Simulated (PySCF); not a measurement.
Point groups of optimised structures. Method: PySCF, PBE0-D3(BJ)/def2-SVP geometry optimisation, gas phase, def2 core potentials past Kr. The symmetry is that of the one conformer found, every atom within 0.08 Å of its image; none is proved a minimum here. The geometries of the anions come from a basis without diffuse functions.

Question: Point group, rotor type and polarity of W(CH)F3, `[CH]#[W]([F])([F])[F]`?

Answer: C3v; oblate symmetric top; symmetry number 3; 6 operations, which sort the 6 atoms into 4 sets; dipole 0.07 D; A, B, C = 3399, 3390, 2696 MHz.

Question: Point group, rotor type and polarity of `[CH3:1][N:2]=[O:3]` with H–C1–N2–O3 1° (nearest H)?

Answer: Cs; near-prolate asymmetric top; symmetry number 1; 2 operations, which sort the 6 atoms into 5 sets; dipole 2.42 D, in the ab plane, which is the mirror; heavy atoms equivalent by symmetry: none.

Question: What symmetry has `[Cl:1][Ga-:2]([Cl:3])([Cl:4])[Cl:5]` (charge -1)?

Answer: Td; spherical top; symmetry number 12; 24 operations, which sort the 5 atoms into 2 sets; dipole about the centre of mass forbidden by symmetry (computed 0.01 D); heavy atoms equivalent by symmetry: Cl1/Cl3/Cl4/Cl5.

Question: What symmetry has `[NH2:1][CH:2]=[O:3]`?

Answer: Cs; near-prolate asymmetric top; symmetry number 1; 2 operations, which sort the 6 atoms into 6 sets; dipole 3.88 D; A, B, C = 73895, 11398, 9875 MHz; heavy atoms equivalent by symmetry: none.

Question: What symmetry has `[F][Fe-]([F])([F])[F]` ([FeF4]-) [sextet]?

Answer: Td; spherical top; symmetry number 12; 24 operations, which sort the 5 atoms into 2 sets; dipole about the centre of mass forbidden by symmetry (computed 0.02 D); A, B, C = 3050, 3039, 3034 MHz.
